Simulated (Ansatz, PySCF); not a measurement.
System: dilithium, Li2, net charge 0, singlet state. 
Coordinates optimised at B3LYP-D3(BJ)/def2-TZVP (Ansatz, a program for electronic structure):
```xyz
2

Li     0.0000     0.0000    -1.3610
Li     0.0000     0.0000     1.3610
```
Charge 0, spin multiplicity 1.

Wanted: atomisation energy (electronic, to ground-state atoms), in kcal/mol. Cores are frozen in the correlated levels unless marked. UHF or UKS for open shells. Spin-orbit coupling is left out. No relativistic terms. Basis-set limits of correlation are two-point, X^-3; Hartree-Fock from the larger set. The bracket is a focal-point correction in the basis named.

```csv
level,program,atomisation energy (kcal/mol)
HF/STO-3G,Ansatz,4.8
revPBE-D4/def2-TZVPD,Ansatz + dftd4,19.5
BP86-D3(BJ)/def2-TZVPD,PySCF + dftd3,21.0
TPSS-D4/def2-TZVPD,PySCF + dftd4,22.8
M06-L/def2-TZVPD,PySCF,25.2
B3LYP/def2-TZVPD,Ansatz,20.3
BHLYP-D3(BJ)/def2-TZVPD,Ansatz + dftd3,20.6
TPSSh/def2-TZVPD,PySCF,22.4
r2SCANh/def2-TZVPD,Ansatz,18.1
CAM-B3LYP-D3(BJ)/def2-TZVPD,Ansatz + dftd3,20.9
wB97M-V/def2-TZVPD,Ansatz,23.0
B2PLYP-D3(BJ)/def2-TZVPD,Ansatz + dftd3,19.6
SCS-MP2/6-31G,Ansatz,13.9
"RI-MP2/CBS(def2-TZVPPD,def2-QZVPPD)+[CCSD(T)-MP2]/def2-SVPD",Ansatz,25.4
"CCSD(T)/CBS(def2-TZVPPD,def2-QZVPPD)",Ansatz,24.6
```

The Hartree-Fock reference is unstable (checked in the largest basis), which strains HF and MP2.
